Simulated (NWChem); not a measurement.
Molecule: ammonia (NH$_{3}$); SMILES N

```xyz
4

N      0.0000     0.0000     0.1315
H      0.6642     0.6642    -0.2639
H      0.2431    -0.9073    -0.2639
H     -0.9073     0.2431    -0.2639
```
Atoms are numbered in this order, from 1.

Structure relaxed at the B3LYP/6-31G* (spherical d) level.

List the 4 lowest vertical singlet excitations from CAM-B3LYP/def2-TZVP, TDA (NWChem).


| state | energy (eV) | oscillator strength | leading excitation (squared amplitude) |
|---|---|---|---|
| S1 | 6.90 | 0.060 | HOMO → LUMO (0.99) |
| S2 | 9.08 | 0.027 | HOMO → LUMO+1 (0.99) |
| S3 | 9.08 | 0.027 | HOMO → LUMO+2 (0.99) |
| S4 | 12.05 | 0.194 | HOMO−1 → LUMO (0.99) |
